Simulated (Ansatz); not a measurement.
Results of PBE-D4 in Ansatz (plane waves, PAW) for bcc Fe.

Numerical settings: plane-wave cutoff 500 eV, 36×36×36 k mesh, Fermi–Dirac smearing 0.1 eV, spin-polarised with parallel moments, scalar-relativistic PAW data made under PBE.

Cell (relaxed at this level):

```yaml
crystal:
  lattice:
    - [-1.40449, 1.40449, 1.40449]
    - [1.40449, -1.40449, 1.40449]
    - [1.40449, 1.40449, -1.40449]
  atoms:
    - { symbol: Fe, position: [0.00000, 0.00000, 0.00000] }
```

Estimate the magnetic moment per atom (the cell's total over its atoms) that the calculation returns.


- magnetic moment per atom (the cell's total over its atoms): 2.12 μB

Moments are spin moments.

Computed values are for the static lattice.

Ansatz is a quantum-chemistry and plane-wave program.
